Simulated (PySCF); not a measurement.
H₂SO₂, singlet: data card

Method: PySCF, PBE0, basis S def2-TZVP, O def2-TZVP, H def2-TZVP (no relativity, density fitting).

The structure is a minimum.

```xyz
5
charge 0 multiplicity 1, angstrom
S     0.0000    0.0000    0.3036
O     0.0000    1.2557   -0.3783
O     0.0000   -1.2557   -0.3783
H     1.0384    0.0000    1.1873
H    -1.0384    0.0000    1.1873
```

```json
{
  "Point group": "C2v",
  "Bond lengths": "S–H 1.364 Å (×2), S–O 1.429 Å (×2)",
  "Bond angles": "H–S–H 99.2°, H–S–O 108.0° (×4), O–S–O 123.0°",
  "Highest occupied level": "-9.30 eV",
  "Lowest empty level": "-0.04 eV",
  "Enthalpy at 298.15 K above 0 K": "10.87 kJ/mol",
  "Rotational symmetry number": "2",
  "Principal polarisabilities": "22.1, 24.8, 28.8 bohr³",
  "Entropy at 298.15 K and 1 bar": "252.1 J/(mol K)",
  "Dipole moment": "3.26 D",
  "Heat capacity Cp at 298.15 K": "44.8 J/(mol K)",
  "Atomisation energy without zero-point energy": "1475 kJ/mol",
  "Principal quadrupole moments (Buckingham, traceless) about the centre of mass": "-8.09, 3.67, 4.42 D Å",
  "Zero-point energy": "75.3 kJ/mol",
  "Rotational constants": "1.344, 0.3204, 0.2772 cm⁻¹"
}
```

Harmonic modes (masses in u: S 31.972, O 15.995, H 1.008):
```csv
symmetry,ω (cm⁻¹),IR (km/mol),type
a1,503,30.6,bend
b1,896,30.0,bend
a2,1011,0.0,bend
a1,1193,67.8,mixed
b2,1197,8.3,bend
a1,1319,33.7,bend
b2,1439,268,mixed
b1,2509,77.5,stretch
a1,2523,54.1,stretch
```

In C2v the vibrations span 4a1 + 2b1 + a2 + 2b2. The a2 mode carries no infrared intensity, as symmetry demands.

Charges (e):
```csv
atom,Mulliken,Löwdin,polar tensor,Mayer order to S1
S1,0.60,0.55,1.70,–
"O2,3",-0.41,-0.30,-0.74,1.93
"H4,5",0.11,0.03,-0.11,0.84
```

Mulliken populations on S1: s 5.45, p 8.87, d 1.01, f 0.07.

Outer orbital energies (eV). occupied: -20.02, -15.91, -14.43, -13.31, -10.44, -10.23, -9.78, -9.30; empty: -0.04, 0.70, 1.20, 1.33.

Counting electrons, sulfur keeps none of its valence electrons outside its bonds, so the VSEPR class is AX4 and the expected shape is tetrahedral; with unlike ligands the computed point group is C2v.

Other isomers or separated fragments may lie lower.

The final relaxation and frequency run took about 70 core-seconds on a shared host.
